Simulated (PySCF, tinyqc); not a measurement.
Coupled-perturbed Hartree-Fock on RHF in the sto-3g basis, for CH2, spin multiplicity 1, step by step. The lowest restricted solution is unstable here: a spin-polarised one lies 0.0335 hartree lower (PySCF). One step of it, computed by the program tinyqc.

Question. Response to a field: uncoupled start. Field along y; U_ai = -mu_ai / (e_a - e_i), alpha = -4 sum U_ai mu_ai.

orbital energies (hartree): [-10.999112, -0.824340, -0.520169, -0.295410, 0.231151, 0.644587, 0.712653]

dipole integrals <a|y|i> (bohr), order a5, a6, a7:
```
[[0.000000, 0.000000, 0.000000, 0.000000],
 [0.000000, 0.000000, -1.003496, 0.000000],
 [0.082972, -0.309437, 0.000000, -0.718551]]
```

Give: uncoupled U; uncoupled polarisability.

Answer.

uncoupled U, order a5, a6, a7:
```
[[0.0000, 0.0000, 0.0000, 0.0000],
 [0.0000, 0.0000, 0.8616, 0.0000],
 [-0.0071, 0.2013, 0.0000, 0.7128]]
```

uncoupled polarisability = 5.7585 bohr^3
